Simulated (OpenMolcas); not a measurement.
**N2H (dinitrogen monohydride) at 6 levels**

We compute a comparison of 6 runs (UHF/STO-3G, U-r2SCAN/STO-3G, UB3LYP/STO-3G, UPBE0/STO-3G, ROMP2/STO-3G, ROCCSD(T)/STO-3G) of N2H (dinitrogen monohydride). 

The results are computed with OpenMolcas 26.06.

## (1) The molecule

N2H has 3 atoms, charge 0, and is taken as a doublet. SMILES: `[N]=N`. The N2–H3 distance was set to 1.296 Å, away from the relaxed value.

Bond lengths: N1–N2 1.164 Å. A long bond or contact: N2–H3 1.296 Å.

## (2) The energy at UHF/STO-3G (run 1)

Contents of calc.input:

```
&gateway
 baslib = $CurrDir
 coord
 3
 bohr
 N      1.45967737    -1.68796196     0.62390253
 N     -0.35137946    -0.82802319    -0.27931097
 H     -0.89202632     1.56057363    -0.32593996
 basis = STO-3G
 group = NoSym

&seward

&scf
 uhf
 spin = 2
 thresholds = 1e-10 1e-07 1e-07 1e-05
 prorbitals = 1 1
```

The basis set STO-3G is read from a file made from the Basis Set Exchange's data (not shown).

The run is started by

```sh
$ export MOLCAS_MEM=1860
$ pymolcas calc.input > calc.log
```

The program printed:

```text
--- Start Module: gateway ---
[...]
--- Stop Module: gateway /rc=_RC_ALL_IS_WELL_ ---
--- Start Module: seward ---
[...]
      Basis functions           11
--- Stop Module: seward /rc=_RC_ALL_IS_WELL_ ---
--- Start Module: scf ---
[...]
       Convergence after  28 Iterations
[...]
::    Total SCF energy                               -107.9622399052
[...]
      Total spin, S                                     0.6263684577
[...]
      Total electronic charge=   15.000000
      Total            charge=   -0.000000
[...]
      Dipole Moment (debye):
      Origin of the operator (angstrom)=    0.2667   -0.6139    0.0820
                   X= -3.5026E-01               Y=  1.4824E+00               Z= -3.7009E-02           Total=  1.5237E+00
      Quadrupole Moment (debye*angstrom):
[...]
--- Stop Module: scf /rc=_RC_ALL_IS_WELL_ ---
[...]
```

It took 2.1 s on 1 thread of Arm Neoverse V1, shared host; peak memory 0.37 GiB.

## (3) A single-point energy at U-r2SCAN/STO-3G (run 2)

Contents of calc.input:

```
* HN2 Kohn-Sham DFT
>>> EXPORT MOLCAS_PRINT=2

&gateway
 baslib=$CurrDir
 coord
 3
 bohr
 N      1.45967737    -1.68796196     0.62390253
 N     -0.35137946    -0.82802319    -0.27931097
 H     -0.89202632     1.56057363    -0.32593996
 basis=STO-3G
 group=NoSym

&seward
 gridinput
 Grid=UltraFine
 End of Grid

&scf
 uhf
 spin=2
 ksdft=2
 1.0 MGGA_X_R2SCAN
 1.0 MGGA_C_R2SCAN
 thresholds=1e-10 1e-07 1e-07 1e-05
 prorbitals=1 1
```

The basis set STO-3G is read from a file made from the Basis Set Exchange's data (not shown).

The run is started by

```sh
$ export MOLCAS_MEM=1860
$ pymolcas calc.input > calc.log
```

The program printed:

```text
--- Start Module: gateway ---
[...]
--- Stop Module: gateway /rc=_RC_ALL_IS_WELL_ ---
--- Start Module: seward ---
[...]
      Basis functions           11
--- Stop Module: seward /rc=_RC_ALL_IS_WELL_ ---
--- Start Module: scf ---
[...]
       Convergence after  14 Iterations
[...]
::    Total KS-DFT energy                            -108.5083335156
[...]
      Total spin, S                                     0.5059317616
[...]
      Total electronic charge=   15.000000
      Total            charge=   -0.000000
[...]
      Dipole Moment (debye):
      Origin of the operator (angstrom)=    0.2667   -0.6139    0.0820
                   X= -5.1486E-01               Y=  1.3721E+00               Z= -1.3881E-01           Total=  1.4721E+00
      Quadrupole Moment (debye*angstrom):
[...]
--- Stop Module: scf /rc=_RC_ALL_IS_WELL_ ---
[...]
```

Run time: 5.7 s. Hardware: 1 thread of Arm Neoverse V1, shared host; peak memory 0.37 GiB.

Runs 3 to 5 aren't shown in full; the table further down has their settings and results.

## (4) The energy at ROCCSD(T)/STO-3G (run 6)

Contents of calc.inp:

```
&GATEWAY
BasLib=$CurrDir
Coord
3
bohr
N      1.45967737    -1.68796196     0.62390253
N     -0.35137946    -0.82802319    -0.27931097
H     -0.89202632     1.56057363    -0.32593996
Basis=STO-3G
Group=NoSym
&SEWARD
&SCF
UHF
Spin=2
Thresholds=1e-10 1e-07 1e-07 1e-05
PrOrbitals=1 1
&RASSCF
FileOrb=$Project.UnaOrb
Spin=2
Nactel=1 0 0
Inactive=7
Ras2=1
OutOrbitals=Canonical
OrbListing=Nothing
&MOTRA
JobIph
Frozen=2
&CCSDT
CCT
Triples=3
Iterations=80
Accuracy=1e-08
Extrapolation=5 4
```

The basis set STO-3G is read from a file made from the Basis Set Exchange's data (not shown).

The run is started by

```sh
$ export MOLCAS_MEM=1860
$ pymolcas calc.inp > calc.log
```

The program printed:

```text
--- Start Module: gateway ---
[...]
--- Stop Module: gateway /rc=_RC_ALL_IS_WELL_ ---
[...]
      Basis functions           11
[...]
       Convergence after  28 Iterations
[...]
::    Total SCF energy                               -107.9622399052
[...]
      Total spin, S                                     0.6263684577
[...]
      Number of active orbitals                  1
[...]
      Spin quantum number                      0.5
[...]
      Active orbitals                            1
[...]
      Number of CSFs                             1
[...]
      Number of root(s) required                 1
[...]
      Convergence after 14 iterations
[...]
      printout of CI-coefficients larger than  0.05 for root  1
      energy=    -107.945055
      conf/sym  1     Coeff  Weight
             1  u   1.00000 1.00000
      Natural orbitals and occupation numbers for root  1
      sym 1:   1.000000
      ************************************************************************************************************************
      *                                                    Final results                                                     *
[...]
::    RASSCF root number  1 Total energy:   -107.94505454
[...]
      Total electronic charge=   15.000000
      Total            charge=   -0.000000
[...]
      Dipole Moment (debye):
      Origin of the operator (angstrom)=    0.2667   -0.6139    0.0820
                   X= -5.0010E-01               Y=  1.7920E+00               Z= -8.6803E-02           Total=  1.8625E+00
      Quadrupole Moment (debye*angstrom):
[...]
--- Start Module: motra ---
[...]
--- Start Module: ccsdt ---
[...]
      Convergence after                    19  Iterations
      Total energy (diff) :    -108.10833130      -0.00000000
[...]
 METHOD                       : CCSD+T(CCSD)+<T3(1)WT1>+<T3(1)UT2> = CCSD(T)
[...]
       CCSD     =      -108.1083312967708
[...]
```

Run time: 2.9 s. Hardware: 1 thread of Arm Neoverse V1, shared host; peak memory 0.37 GiB.

## (5) Overview of the runs

| run | level | integration grid | frozen core orbitals | energy (Eh) | dipole moment (D) | HOMO energy (eV) | LUMO energy (eV) | wall time |
| --- | --- | --- | --- | --- | --- | --- | --- | --- |
| 1 | UHF/STO-3G | – | – | -107.962240 | 1.52 | -8.23 | 6.98 | 2.1 s |
| 2 | U-r2SCAN/STO-3G | UltraFine | – | -108.508334 | 1.47 | -2.93 | -0.20 | 5.7 s |
| 3 | UB3LYP/STO-3G | UltraFine | – | -108.538471 | 1.51 | -3.81 | 0.41 | 5.1 s |
| 4 | UPBE0/STO-3G | UltraFine | – | -108.434486 | 1.56 | -4.03 | 0.85 | 4.5 s |
| 5 | ROMP2/STO-3G | – | 2 | -108.090603 | – | – | – | 2.9 s |
| 6 | ROCCSD(T)/STO-3G | – | 2 | -108.118726 | – | – | – | 2.9 s |

## (6) Outcome

```
             quantity          value
  run 6: total energy  -108.11873 Eh
run 6: (T) correction     -10.39 mEh
```

**Reading.** Over runs 1, 2, 3, 4 the dipole moment (its size) runs from 1.47 D (U-r2SCAN/STO-3G) to 1.56 D (UPBE0/STO-3G). Totals of different functionals can't be ranked against each other. In runs 1, 2, 3, 4, 5, 6 the basis is minimal, so the values are rough. Spin contamination of the reference: run 1 ⟨S²⟩ = 1.02. All runs together took 23 s, the longest 5.7 s.
